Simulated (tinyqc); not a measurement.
Inside a calculation. Method: extended Hueckel theory, for LiH. One step of it, computed by the program tinyqc.

Task: Wolfsberg-Helmholz matrix. H_ij = K' S_ij (H_ii + H_jj)/2 for i != j (the diagonal keeps H_ii), with K' = K + D^2 + D^4 (1 - K), D = (H_ii - H_jj)/(H_ii + H_jj), K = 1.5.

overlap S, lower triangle:
```
           1Li 2s   1Li 2px   1Li 2py   1Li 2pz     2H 1s
1Li 2s   1.000000
1Li 2px  0.000000  1.000000
1Li 2py  0.000000  0.000000  1.000000
1Li 2pz  0.000000  0.000000  0.000000  1.000000
2H 1s    0.348817  0.000000  0.000000  0.472977  1.000000
```

diagonal H_ii (eV): 1Li 2s -5.400000, 1Li 2px -3.500000, 1Li 2py -3.500000, 1Li 2pz -3.500000, 2H 1s -13.600000

K = 1.500000

Give: H.

Result:

H (eV), lower triangle:
```
          1Li 2s  1Li 2px  1Li 2py  1Li 2pz     2H 1s
1Li 2s   -5.4000
1Li 2px   0.0000  -3.5000
1Li 2py   0.0000   0.0000  -3.5000
1Li 2pz   0.0000   0.0000   0.0000  -3.5000
2H 1s    -5.5304   0.0000   0.0000  -7.2306  -13.6000
```
